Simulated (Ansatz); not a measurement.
# C₄H₆O₂: up Jacob's ladder to CCSD(T)

One table from this session's results is given with a row withheld; the runs are named, their logs left out.

The runs use Ansatz 0.2.0, Gaussian basis; functionals in def2-TZVPP, the program's frozen cores in correlated methods.

Levels to be run: LDA (SPW92), PBE-D4, revPBE-D4, BLYP-D4, r2SCAN-D4, B97M-V, PBE0-D4, B3LYP-D4, r2SCANh-D4, r2SCAN0-D4, HSE06-D4, BHLYP-D4, CAM-B3LYP-D4, LC-ωPBE, ωB97X-V, ωB97M-V, B2PLYP, PBE-QIDH; CCSD(T)/def2-SVP; CCSD(T)/def2-TZVPP; MP2/def2-QZVPP; extrapolation to the limit; RPA on PBE.

## Structure used throughout

The geometry comes from an earlier relaxation with PBE0-D4 in a triple-zeta def2 set; it is a stationary point, not always the lowest conformer.

SMILES `C=CCOC=O`, 12 atoms, charge 0, spin multiplicity 1.

Atoms are counted from 1 here; the program's logs count them from 0.

Bond lengths: C1–C2 1.324 Å, C1–H7 1.084 Å, C1–H8 1.086 Å, C2–C3 1.485 Å, C2–H9 1.087 Å, C3–O4 1.439 Å, C3–H10 1.095 Å, C3–H11 1.092 Å, O4–C5 1.330 Å, C5–O6 1.196 Å, C5–H12 1.100 Å. Angles: C2–C1–H7 121.5°, C2–C1–H8 121.4°, H7–C1–H8 117.0°, C1–C2–C3 123.6°, C1–C2–H9 120.4°, C3–C2–H9 116.0°, C2–C3–O4 108.1°, C2–C3–H10 111.6°, C2–C3–H11 111.8°, O4–C3–H10 108.2°, O4–C3–H11 109.4°, H10–C3–H11 107.7°, C3–O4–C5 115.4°, O4–C5–O6 125.9°, O4–C5–H12 109.2°, O6–C5–H12 124.9°.

Set-up of the first run:

The input, in.yaml:

```yaml
crystal:
  periodic: [false, false, false]
  atoms:
    - {symbol: C, position_ang: [-0.503947, -2.051667, 0.849737]}
    - {symbol: C, position_ang: [0.282355, -1.227495, 0.175079]}
    - {symbol: C, position_ang: [-0.168945, 0.079653, -0.365945]}
    - {symbol: O, position_ang: [0.737423, 1.093384, 0.103315]}
    - {symbol: C, position_ang: [0.520292, 2.315864, -0.372302]}
    - {symbol: O, position_ang: [-0.346742, 2.627678, -1.135034]}
    - {symbol: H, position_ang: [-0.150961, -3.016140, 1.195052]}
    - {symbol: H, position_ang: [-1.533710, -1.793237, 1.076226]}
    - {symbol: H, position_ang: [1.313295, -1.500851, -0.035268]}
    - {symbol: H, position_ang: [-0.155279, 0.088298, -1.460370]}
    - {symbol: H, position_ang: [-1.183807, 0.323558, -0.043727]}
    - {symbol: H, position_ang: [1.267127, 3.005955, 0.047137]}
basis:
  gaussian: {orbitals: def2-TZVPP}
hamiltonian: {xc: lda}
output: {orbitals: {seedname: orbitals}}
```

Steps of the session up to this table: LDA; PBE-D4 (GGA); revPBE-D4 (GGA); BLYP-D4 (GGA); r2SCAN-D4 (meta-GGA); B97M-V (meta-GGA); PBE0-D4 (hybrid); B3LYP-D4 (hybrid); r2SCANh-D4 (hybrid); r2SCAN0-D4 (hybrid); HSE06-D4 (hybrid); BHLYP-D4 (hybrid); CAM-B3LYP-D4 (range-separated); LC-ωPBE (range-separated); ωB97X-V (range-separated); ωB97M-V (range-separated); B2PLYP (double hybrid); PBE-QIDH (double hybrid).

One table of the session follows, with a row left open; its other results are not shown here.

It belongs to the step «Frontier levels by functional». 

| functional | HOMO (eV) | gap (eV) |
| --- | --- | --- |
| LDA (SPW92) | -6.75 | 5.21 |
| PBE-D4 | -6.55 | 5.26 |
| revPBE-D4 | -6.47 | 5.28 |
| BLYP-D4 | -6.45 | 5.29 |
| r2SCAN-D4 | -6.85 | 5.80 |
| B97M-V | -6.92 | 5.94 |
| PBE0-D4 | -7.94 | 7.72 |
| B3LYP-D4 | -7.71 | 7.25 |
| r2SCANh-D4 | -7.38 | 6.72 |
| r2SCAN0-D4 | ? | ? |
| HSE06-D4 | -7.54 | 6.93 |
| BHLYP-D4 | -8.99 | 9.93 |
| CAM-B3LYP-D4 | -9.32 | 10.26 |
| LC-ωPBE | -10.71 | 12.86 |
| ωB97X-V | -10.32 | 12.38 |
| ωB97M-V | -10.23 | 12.16 |

Estimate the missing values for r2SCAN0-D4.

Worked estimate for «HOMO (eV)». Against the share of exact exchange, r2SCAN-D4 (0, -6.85), r2SCANh-D4 (0.1, -7.38) give a slope of -5.30 per unit share; at 0.25 the line stands at -8.17.

**Answer.** HOMO (eV): -8.11; gap (eV): 8.03. In «HOMO (eV)» the line misses by -0.06.
